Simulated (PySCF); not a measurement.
This PySCF input (HF/def2-TZVPD) gives -152.05495 Eh with 141 basis functions.

```python
import numpy as np, basis_set_exchange as bse
from pyscf import gto, scf, dft, df

basis = {'C': gto.basis.parse(bse.get_basis('def2-TZVPD', elements=['C'], fmt='nwchem')), 'H': gto.basis.parse(bse.get_basis('def2-TZVPD', elements=['H'], fmt='nwchem')), 'O': gto.basis.parse(bse.get_basis('def2-TZVPD', elements=['O'], fmt='nwchem'))}
mol = gto.M(
    atom='''
    C    -0.00606224   -0.08532816   -1.27779952
    C    -0.01196846    0.00039183   -0.00961282
    H     0.06598111    0.81576917   -1.88655018
    H    -0.09649583   -1.05817381   -1.76064226
    O     0.10755480    0.07163896    1.20502751
    H    -0.72173954    0.17891092    1.73144643
    ''',
    basis=basis,
    charge=1,
    verbose=4,
    max_memory=8640,
)
mf = scf.RHF(mol)
mf = mf.density_fit(auxbasis=df.autoaux(mol))
mf.conv_tol = 1e-9
mf.max_cycle = 100
print('smallest overlap eigenvalue', np.linalg.eigvalsh(mol.intor('int1e_ovlp'))[0])
mf.kernel()
dip = mf.dip_moment()
```

Change:
```diff
- basis = {'C': gto.basis.parse(bse.get_basis('def2-TZVPD', elements=['C'], fmt='nwchem')), 'H': gto.basis.parse(bse.get_basis('def2-TZVPD', elements=['H'], fmt='nwchem')), 'O': gto.basis.parse(bse.get_basis('def2-TZVPD', elements=['O'], fmt='nwchem'))}
+ basis = {'C': gto.basis.parse(bse.get_basis('cc-pVDZ', elements=['C'], fmt='nwchem')), 'H': gto.basis.parse(bse.get_basis('cc-pVDZ', elements=['H'], fmt='nwchem')), 'O': gto.basis.parse(bse.get_basis('cc-pVDZ', elements=['O'], fmt='nwchem'))}
```

What does the run give now?

-152.00424 Eh (HF/cc-pVDZ, 57 functions), a change of +50.71 mEh.
